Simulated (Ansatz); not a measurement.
Task: a single point in a Gaussian basis of C₃H₇FN (charge +1), SMILES FC1C[NH2+]C1, with Ansatz 0.2.0 through its Python package. Give the script and its output. Use: wB97M-V, cc-pVDZ basis, multiplicity 1.

```tsv
atom	x (Å)	y (Å)	z (Å)
F	-0.5029	1.9173	-0.6483
C	-0.3756	0.9712	0.3129
C	0.9741	0.2240	0.3252
N	0.3642	-0.8089	-0.5335
C	-0.9674	-0.4089	-0.0406
H	-0.6833	1.3486	1.2935
H	1.2798	-0.1700	1.3000
H	1.8092	0.7443	-0.1493
H	0.6385	-1.7749	-0.3182
H	0.4929	-0.6225	-1.5393
H	-1.7356	-0.4113	-0.8172
H	-1.2939	-1.0090	0.8150
```

`energy_c3h7fn.py`:
```python
import sys

import ansatz as az
from ase import Atoms
import numpy as np
import pandas as pd

atoms = Atoms(["F", "C", "C", "N", "C", "H", "H", "H", "H", "H", "H", "H"], positions=[
    (-0.5029, 1.9173, -0.6483),
    (-0.3756, 0.9712, 0.3129),
    (0.9741, 0.224, 0.3252),
    (0.3642, -0.8089, -0.5335),
    (-0.9674, -0.4089, -0.0406),
    (-0.6833, 1.3486, 1.2935),
    (1.2798, -0.17, 1.3),
    (1.8092, 0.7443, -0.1493),
    (0.6385, -1.7749, -0.3182),
    (0.4929, -0.6225, -1.5393),
    (-1.7356, -0.4113, -0.8172),
    (-1.2939, -1.009, 0.815),
])
c3h7fn = az.Crystal.molecule_from_ase(atoms)

setup = (
    c3h7fn.calculation()
    .basis(gaussian="cc-pVDZ")
    .functional(az.LibraryFunctional("wB97M-V"))
    .charge(1)
    .forces()
)
try:
    report = setup.run(threads=1).report
except az.AnsatzError as error:
    sys.exit(f"{type(error).__name__}: {error}")

print(f"E = {report['free_energy_ev']:.6f} eV = {report['free_energy_ev'] / 27.211386246:.7f} Ha")
print("converged:", report["converged"], " doubts:", report["published_state_doubts"] or "none")

symbols = [site.symbol for site in c3h7fn.cartesian_sites]
forces = np.array(report["forces_ev_ang"])
print("largest force", round(float(np.linalg.norm(forces, axis=1).max()), 4), "eV/A, rms", round(float(np.sqrt((forces ** 2).mean())), 4))

charges = report["charge_distribution"]
table = pd.DataFrame({"atom": symbols, "mulliken": charges["mulliken_charges_e"], "lowdin": charges["lowdin_charges_e"]})
print(table.round(3).to_string())
print("dipole (e A):", np.round(charges["dipole_moment_e_ang"], 4) + 0.0)
```

```console
$ python energy_c3h7fn.py
E = -7421.430725 eV = -272.7325487 Ha
converged: True  doubts: none
largest force 2.0143 eV/A, rms 0.6731
   atom  mulliken  lowdin
0     F    -0.167   0.207
1     C     0.145  -0.142
2     C     0.077   0.028
3     N     0.017   0.572
4     C     0.078   0.028
5     H     0.061   0.019
6     H     0.107   0.046
7     H     0.102   0.035
8     H     0.180   0.056
9     H     0.191   0.070
10    H     0.102   0.035
11    H     0.107   0.046
dipole (e A): [ 0.3401 -1.0687  0.0442]
```

Notes:
- Total energies depend on the basis set; only differences at equal settings carry meaning.
- The geometry is a force-field or estimated start, not a minimum of this method, and the basis set is short of its limit.
- The Löwdin charges here are taken after orthogonalising the functions within each atom; they differ from plain Löwdin charges, and their signs can be unphysical.
- An ion's dipole depends on the origin; the program takes it about the centre of nuclear charge.
- Finished in 16 s on 1 thread of Intel(R) Xeon(R) Platinum 8488C (Sapphire Rapids), on a shared host, peak memory 0.4 GiB.

(Lines on the test bed's own set-up are left out of the output.)
